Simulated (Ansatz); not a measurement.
Process, species as SMILES: S (H2S) → [SH] (SH) + H atom
B3LYP-D3(BJ)/def2-TZVP geometries, fixed; electronic energies without zero-point terms.

The bond dissociation energy at CCSD(T) with Ansatz (a quantum-chemistry and plane-wave program), in kcal/mol, split into its Hartree-Fock and correlation parts. Cores are frozen. Open shells are unrestricted. No added dispersion term, no relativity. Functions are those of the species that has most.

```
basis        X  functions  Hartree-Fock  CCSD(T)
-----------  -  ---------  ------------  -------
cc-pV(D+d)Z  2         33         67.92    89.57
cc-pV(T+d)Z  3         67         68.43    93.71
cc-pV(Q+d)Z  4        124         68.52    95.22
cc-pV(5+d)Z  5        210         68.56    95.65
```

Worked estimate of the basis-set limit from each neighbouring pair, with Hartree-Fock from the larger set and the correlation part extrapolated as X^-3.
Correlation parts: X = 2: 21.65, X = 3: 25.28, X = 4: 26.70, X = 5: 27.09.
- (2,3): (27·(25.28) - 8·(21.65))/19 = 26.81; with Hartree-Fock 68.43 the estimate is 95.24 kcal/mol.
- (3,4): (64·(26.70) - 27·(25.28))/37 = 27.74; with Hartree-Fock 68.52 the estimate is 96.26 kcal/mol.
- (4,5): (125·(27.09) - 64·(26.70))/61 = 27.50; with Hartree-Fock 68.56 the estimate is 96.06 kcal/mol.
The last two estimates differ by 0.20 kcal/mol; the largest set lies 0.41 from the last. Over the last step Hartree-Fock moves by 0.04 and the correlation part by 0.39.
